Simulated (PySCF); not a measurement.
Consider ketene, `C=C=O` (C2H2O). Numbering: `[CH2:1]=[C:2]=[O:3]`

These are calculated values, ωB97X-D3(BJ)/ma-def2-TZVP in PySCF (grid level 2) at geometries from PBE0-D3(BJ)/ma-def2-SVP. Zero-point and thermal terms (298.15 K, 1 bar) come from unscaled PBE0-D3(BJ)/ma-def2-SVP harmonic frequencies, with soft modes damped to free rotors in the entropy.

(1) What are the vertical and the adiabatic ionisation energy for forming the radical cation?

(2) Where does the unpaired spin of the relaxed radical cation sit?

(3) How far is −ε(HOMO) from the vertical value by ΔSCF?

## Answers

(1) 9.81 eV vertical and 9.62 eV adiabatic, the latter with zero-point energy.

(2) C1 (alkene carbon) 0.81, O3 (carbonyl oxygen) 0.24 (intrinsic atomic orbital populations).

(3) −ε(HOMO) = 9.54 eV, which is 0.27 eV below the ΔSCF value.

---

Consider `C=[PH3]` (CH5P). Non-hydrogen atoms are numbered in `[CH2:1]=[PH3:2]`.

Computed at ωB97X-D3(BJ)/ma-def2-TZVP // PBE0-D3(BJ)/ma-def2-SVP with PySCF (density fitting, grid level 2). Zero-point and thermal terms (298.15 K, 1 bar) come from unscaled PBE0-D3(BJ)/ma-def2-SVP harmonic frequencies, with soft modes damped to free rotors in the entropy.

What are the vertical and the adiabatic ionisation energy for forming the radical cation?

7.69 eV vertical and 7.32 eV adiabatic, the latter with zero-point energy.

Where does the unpaired spin of the relaxed radical cation sit?

C1 (carbon) 1.00 (intrinsic atomic orbital populations).

How far is −ε(HOMO) from the vertical value by ΔSCF?

−ε(HOMO) = 7.78 eV, which is 0.09 eV above the ΔSCF value.

---

Consider `[CH]=O` (CHO•, doublet). Coordinates in Å; atoms count from 1 in this order:
```
C     0.2683    0.1124   -0.2200
O     0.0480    0.6826    0.7802
H    -0.2934   -0.8001   -0.5854
```

These are calculated values, B3LYP-D3(BJ)/ma-def2-TZVP in PySCF (grid level 2) at geometries from PBE0-D3(BJ)/ma-def2-SVP. Zero-point and thermal terms (298.15 K, 1 bar) come from unscaled PBE0-D3(BJ)/ma-def2-SVP harmonic frequencies, with soft modes damped to free rotors in the entropy.

Question: What are the vertical and the adiabatic ionisation energy for forming the singlet cation?

Answer: 9.70 eV vertical and 8.48 eV adiabatic, the latter with zero-point energy.
